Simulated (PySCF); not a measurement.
**C2H4Mg, a complex of two parts: interaction energy**

The task here is to estimate one member of a computed series from the others.

Computed with PySCF 2.14.0; each step states its level. No surroundings beyond the atoms listed, unless a continuum is named. Atoms count from 0, parts from 1.

## The system as given

7 atoms, charge 0, multiplicity 1; geometry: GFN2-xTB. Parts: 1 = atoms 0–2, `[MgH2]`, charge 0; 2 = atoms 3–6, `C#C`, charge 0.

The first run:

The job: settings as JSON, then the geometry in Å.

```
{"job": {"xc": "PBE0", "basis": "def2-SVPD", "d3": "d3bj", "grid": 2, "kind": "geom", "shake": 0.01}, "charge": 0, "multiplicity": 1, "parts": [{"atoms": "0-2", "charge": 0, "multiplicity": 1}, {"atoms": "3-6", "charge": 0, "multiplicity": 1}]}
Mg     0.126209     0.257848     0.186482
H      0.344052    -0.393792    -1.286525
H     -0.587661     0.226009     1.660522
C      1.291739     2.708200     0.673466
C      1.600348     2.468041    -0.456626
H      0.978921     2.961603     1.663247
H      1.943738     2.316287    -1.436897
```

On the command line:

```console
$ OMP_NUM_THREADS=1 python cluster_run.py task.json out
```

This one command runs all jobs of the session in turn.

Among the steps run: Geometry optimisation at PBE0-D3(BJ)/def2-SVPD; Coupled-cluster interaction energy: CCSD(T) and MP2.

One of the session's tables, all rows but one given; the rest of the session is left out.

It belongs to the step «Coupled-cluster interaction energy: CCSD(T) and MP2». 

```
                 method  interaction energy (kcal/mol)
         HF/aug-cc-pVDZ                          -6.53
        MP2/aug-cc-pVDZ                          -7.64
       CCSD/aug-cc-pVDZ                          -7.15
    CCSD(T)/aug-cc-pVDZ                          -7.46
         HF/aug-cc-pVTZ                          -7.03
        MP2/aug-cc-pVTZ                          -8.94
    SCS-MP2/aug-cc-pVTZ                          -8.13
      MP2, extrapolated                          -9.28
CCSD(T), limit estimate                              ?
```

Q: Estimate the row for CCSD(T), limit estimate from the others.

The run gave: interaction energy (kcal/mol): -9.10. In the column «interaction energy (kcal/mol)» it lies between MP2, extrapolated (-9.28) and MP2/aug-cc-pVTZ (-8.94).

In this run the core of Mg (2s2p) is correlated, in a basis without core functions; only the other cores are frozen.

Limits of these values: The interaction energy leaves out the deformation of the parts, 1.39 kcal/mol (MP2); added to the CCSD(T) estimate it gives a binding of about -7.71 kcal/mol.
